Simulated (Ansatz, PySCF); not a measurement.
This PySCF input computes a r2SCAN/def2-TZVPD energy:

```python
from pyscf import gto, scf, dft

mol = gto.M(
    atom='''
    Li   -0.00000000   -0.00000000   -0.39768250
    H     0.00000000    0.00000000    1.19304749
    ''',
    basis='def2-tzvpd',
    charge=0,
    spin=0,
    verbose=4,
)

mf = dft.RKS(mol, xc='r2scan').density_fit(auxbasis='def2-universal-jkfit')
mf.grids.level = 4
mf.conv_tol = 1e-9
mf.max_cycle = 100
mf.max_memory = 1500
mf.kernel()
if not mf.converged:
    mf = mf.newton()
    mf.kernel(mf.make_rdm1())
mf.analyze()
```

### Question
Write an input for the same energy in Ansatz (an electronic-structure program) and say what it gives.

### Answer

Ansatz 0.2 input:
```yaml
crystal:
  periodic: [false, false, false]
  atoms:
    - {symbol: Li, position_ang: [-0.00000000, -0.00000000, -0.39768250]}
    - {symbol: H, position_ang: [0.00000000, 0.00000000, 1.19304749]}
basis:
  gaussian:
    orbitals: def2-TZVPD
hamiltonian:
  xc: {name: r2SCAN}
output: {forces: true}
```
It gives -8.06692 Eh, and PySCF -8.06695 Eh, a difference of 0.03 mEh, from the treatment of integrals and grids.
